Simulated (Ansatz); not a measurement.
Isomers of BH5OSi, relaxed with PBE0-D4/def2-TZVP in Ansatz; electronic energies, one conformer each and not always the lowest. Functionals use def2-TZVPP; CBS adds triple-zeta CCSD(T) − MP2 to the MP2 limit of def2-TZVPP and def2-QZVPP.

Order them by energy at frozen-core CCSD(T)/CBS, lowest first. (An estimate is asked.)
A. `B[SiH2]O`
B. `BO[SiH3]`
C. `OB[SiH3]`

B (0.0 kcal/mol), C (24.9 kcal/mol), A (39.7 kcal/mol).

How do B3LYP, r2SCAN-D4, PBE0-D4, B3LYP-D4 place them (kcal/mol, against `BO[SiH3]`)? (An estimate is asked.)

Computed: 
```tsv
isomer	B3LYP	r2SCAN-D4	PBE0-D4	B3LYP-D4
`B[SiH2]O`	40.6	39.2	37.9	40.7
`OB[SiH3]`	24.6	23.2	21.0	24.7
```

B3LYP here is the variant with VWN-RPA as its local correlation; programs differ in this.
